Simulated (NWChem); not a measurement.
Molecule: ammonia (NH3); SMILES N

All runs: NWChem. The geometry was optimised at PBE0/def2-SVP. Field at 589 nm.

Estimate the computed values for B3LYP/def2-SVPD. Quantities: isotropic polarisability (bohr³); anisotropy (bohr³).


```
Property                          Result
--------------------------------  ------
isotropic polarisability (bohr³)    14.0
anisotropy (bohr³)                   0.8
```
